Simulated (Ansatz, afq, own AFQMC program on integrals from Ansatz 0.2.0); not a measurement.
## SiH2, singlet in cc-pVDZ, levels against full CI

```yaml
atoms:
  - { symbol: Si, position_ang: [0.0000, -0.0626, 0.0000] }
  - { symbol: H, position_ang: [0.0000, 0.8723, -0.9549] }
  - { symbol: H, position_ang: [0.0000, 0.8723, 0.9549] }
```

Basis cc-pVDZ. Noble-gas cores (and the filled d shells of Ga–Kr and In–Xe) are frozen. AFQMC by an in-house program on the Cholesky factors that Ansatz 0.2.0 writes for its CCSD(T) run. The CISD trial takes its coefficients from CCSD amplitudes. Released means that phaseless walkers are propagated on without the constraint, phases kept. Free AFQMC starts from the CCSD state and is never constrained. Its projection time is finite, and what remains of the start isn't in its error. ± is one standard error of the sampling.

Determinant: UHF, the one that the program's search chose, which needn't be the lowest solution. The geometry is a point of a scan.

Full CI on the same integrals is exact in this basis and with this determinant's frozen core.

Cautions: higher spins were not checked; an unrestricted solution with more broken spin lies lower (131 meV, ⟨S²⟩ 0.45), while this determinant keeps restricted orbitals.

The T1 diagnostic is 0.0125. The weight of the determinant in the CISD state is 0.915. The ⟨S²⟩ of the determinant is 0.000 and the size of the correlated space is 6 electrons in 23 orbitals.

| level | correlation energy (eV) |
| --- | --- |
| MP2 | -2.3981 |
| CCSD | -3.1520 |
| CCSD(T) | -3.2074 |

Problem. Estimate where phaseless AFQMC with the Hartree–Fock trial lies against CCSD(T) on the same integrals.

Solution. 7.7 ± 1.8 kJ/mol below CCSD(T).

Reference: full CI, correlation energy -3.225 eV. The released energy is read at 2.40 1/Eh (meV from the phaseless value at times in 1/Eh: -0.8 ± 1.2 at 0.24, -1.4 ± 1.2 at 0.51, -2.2 ± 1.0 at 0.99, -2.0 ± 1.0 at 1.62, -1.5 ± 1.2 at 2.40).

| level | E − E(reference) (kJ/mol) | share of correlation (%) |
| --- | --- | --- |
| CCSD(T) | 1.7 | 99.46 |
| CCSDT | 0.3 | 99.91 |
| CCSDT(Q) | 0.1 | 99.98 |
| CCSDTQ | 0.0 | 100.00 |
| ph-AFQMC/HF | -6.1 ± 1.8 | 101.95 |
| ph-AFQMC/CISD | 0.4 ± 0.09 | 99.88 |
| released AFQMC | 0.2 ± 0.1 | 99.92 |
| free AFQMC | 0.1 ± 0.08 | 99.98 |

CCSDT and higher add their correlation energy to the determinant of the CCSD(T) run, since their own runs factorise the integrals more tightly (a shift of under 2 meV). Free projections are given only where their last times agree within the noise and don't stop above the reference; a slow remainder of the start can still hide under it. A walk keeps the symmetry of its determinant, which the program's search chose and which needn't be the lowest solution, so a lower state of the same spin and another symmetry isn't excluded. Released energies are given only where the last usable release times agree within the noise; a slower fall can still hide under it.
